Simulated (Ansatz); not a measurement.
C$_{4}$H$_{9}$FO (`CCCOCF`) at its PBE0-D4/def2-TZVP geometry, where that method's forces vanish. The species carries charge 0 and has multiplicity 1.

| atom | x (Å) | y (Å) | z (Å) |
| --- | --- | --- | --- |
| C1 | 1.448 | -1.785 | 0.181 |
| C2 | 0.409 | -0.854 | 0.782 |
| C3 | -0.081 | 0.161 | -0.221 |
| O4 | -1.045 | 0.994 | 0.405 |
| C5 | -1.478 | 2.030 | -0.366 |
| F6 | -2.278 | 1.587 | -1.405 |
| H7 | 1.042 | -2.335 | -0.672 |
| H8 | 2.325 | -1.232 | -0.168 |
| H9 | 1.790 | -2.517 | 0.914 |
| H10 | 0.824 | -0.325 | 1.645 |
| H11 | -0.449 | -1.425 | 1.146 |
| H12 | -0.528 | -0.338 | -1.088 |
| H13 | 0.753 | 0.782 | -0.584 |
| H14 | -2.085 | 2.682 | 0.264 |
| H15 | -0.645 | 2.575 | -0.832 |

Task: For each bond, give half the difference of the two atoms' forces along it (eV/Å; positive pushes the atoms apart) under PBE-D4, r2SCAN-D4, B3LYP-D4, ωB97M-V in def2-TZVPP. (Best estimate.)

Result: Ansatz gave: 
```
  bond  length (Å)  PBE-D4  r2SCAN-D4  B3LYP-D4  ωB97M-V
 C1–C2       1.519    0.00       0.12      0.19     0.19
 C1–H7       1.093    0.11      -0.04     -0.06    -0.08
 C1–H8       1.094    0.11      -0.03     -0.06    -0.08
 C1–H9       1.091    0.09      -0.04     -0.08    -0.08
 C2–C3       1.508   -0.04       0.04      0.07     0.12
C2–H10       1.094    0.11      -0.04     -0.09    -0.11
C2–H11       1.094    0.11      -0.05     -0.10    -0.12
 C3–O4       1.420    0.30       0.28      0.24     0.16
C3–H12       1.096    0.08      -0.07     -0.13    -0.13
C3–H13       1.100    0.09      -0.07     -0.11    -0.12
 O4–C5       1.361    0.24       0.16      0.15     0.20
 C5–F6       1.384    0.57       0.34      0.40     0.21
C5–H14       1.091    0.03      -0.11     -0.20    -0.17
C5–H15       1.099    0.04      -0.10     -0.14    -0.16
```

B3LYP here is the variant with VWN-RPA as its local correlation; programs differ in this.
